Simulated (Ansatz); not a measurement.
# AlFHS: the cost of one run

Program: Ansatz 0.2.0. Level of theory: UKS r2SCAN/def2-SVPD. These are calculated values, not measurements.

## 1. The structure to begin with

Bond lengths: F1–Al2 1.763 Å, Al2–S3 2.259 Å, S3–H4 1.435 Å. Angles: F1–Al2–S3 119.0°, Al2–S3–H4 93.8°.

Coordinates:

```xyz
4

F    -2.0369    0.0736    0.6984
Al   -0.3628    0.6214    0.7728
S     0.9892    0.2498   -0.9986
H     1.4661   -1.0052   -0.4929
```

## 2. End point A

Contents of input.yaml:

```yaml
crystal:
  periodic: [false, false, false]
  atoms:
    - { symbol: F, position_ang: [-2.0369, 0.0736, 0.6984] }
    - { symbol: Al, position_ang: [-0.3628, 0.6214, 0.7728] }
    - { symbol: S, position_ang: [0.9892, 0.2498, -0.9986] }
    - { symbol: H, position_ang: [1.4661, -1.0052, -0.4929] }
magnetization:
  spin_polarized: true
  initial_magnetization: 1
basis:
  gaussian: { orbitals: def2-SVPD }
hamiltonian:
  xc: r2scan
relax:
  f_tol: 0.015
  max_steps: 40
```

The run is started by

```
ansatz run input.yaml --threads 2 --pin off --max-ram 3072MiB --backend cpu --events-out ev --progress --plain --runs-dir out
```

What time and memory should one allow on 2 threads of AMD EPYC 9R14 (Zen 4), shared host?

About 24 s, with a peak of 0.21 GiB.
